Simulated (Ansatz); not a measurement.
Input file:

```yaml
crystal:
  periodic: [false, false, false]
  atoms:
    - {symbol: B, position_ang: [-0.121622, 0.000000, 1.577484]}
    - {symbol: Na, position_ang: [0.022796, 0.000000, -0.877130]}
    - {symbol: H, position_ang: [0.392274, -1.087525, 1.543168]}
    - {symbol: H, position_ang: [0.392275, 1.087524, 1.543168]}
basis:
  gaussian: {orbitals: 6-31G}
magnetization: {spin_polarized: false, initial_magnetization: 2}
hamiltonian: {xc: hf}
scf: {lower_state_search: off}
output: {orbitals: {seedname: orbitals}}
```

```sh
$ ansatz run in.yaml --threads 1 --pin off --events-out ev --progress --plain --max-ram 2393MiB
```

Log:

```
these checks for a lower state are left out or cut short: stability, starts, cluster_reference, orbital_swaps, neighbouring_geometries, increment
322 factors; integrals over basis functions are off by at most 2.4e-4 eV
mean field evaluation 1: about -5103.5661 eV, gradient 8.1e0 eV
mean field evaluation 2: about -5103.6056 eV, gradient 8.2e0 eV
mean field evaluation 4: about -5104.2299 eV, gradient 8.7e-1 eV
mean field evaluation 8: about -5104.2386 eV, gradient 2.4e-1 eV
mean field evaluation 16: about -5104.2401 eV, gradient 2.7e-6 eV
mean field -5104.24014176 eV, -187.5773654314 hartree, gradient 2.7e-6 eV, S^2 2.000000; 0 other end points of the search recorded, 0 dependent functions left out
reference -5104.24014176 eV, -187.5773654314 hartree; 10, 8 occupied and 16, 18 virtual orbitals, 322 factors
Total energy: -5104.24014176 eV, -187.5773654314 hartree
Checks for a lower state left out: stability, starts, cluster_reference, orbital_swaps, neighbouring_geometries, increment
```

Ran on 1 thread of Arm Neoverse V1, shared host: 0.15 s wall, 0.16 GiB peak host memory.
